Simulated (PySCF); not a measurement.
Isomers of C4H5N, one GFN2-xTB conformer each. Single-point energies are computed at PBE0/pcSseg-1 (PySCF, gas phase, no added dispersion term), electronic only.

```tsv
SMILES	GFN2-xTB relative energy (kJ/mol)
C/C=C/C#N	0.0
C=CCC#N	21.4
```

Conformers: `[CH2:1]=[CH:2][CH2:3][C:4]#[N:5]` with C1–C2–C3–C4 -118°.

**Question.** What does PBE0/pcSseg-1 give for the same structures?

**Answer.** 
```
   SMILES  PBE0/pcSseg-1 E (Eh)  PBE0/pcSseg-1 (kJ/mol)  GFN2-xTB (kJ/mol)  point group
C/C=C/C#N            -209.87001                     0.0                0.0           Cs
  C=CCC#N            -209.86018                    25.8               21.4           C1
```

Both levels put the same isomer lowest. 

**Question.** Which frontier levels, dipoles and rotational constants go with these structures?

**Answer.** 
```json
{"SMILES": "C/C=C/C#N", "HOMO (eV, PBE0/pcSseg-1)": "-7.98", "LUMO (eV)": "-1.32", "dipole (D)": "4.75", "A, B, C (MHz)": "38716, 2338, 2236"}
{"SMILES": "C=CCC#N", "HOMO (eV, PBE0/pcSseg-1)": "-8.32", "LUMO (eV)": "-0.36", "dipole (D)": "3.92", "A, B, C (MHz)": "18064, 2773, 2623"}
```
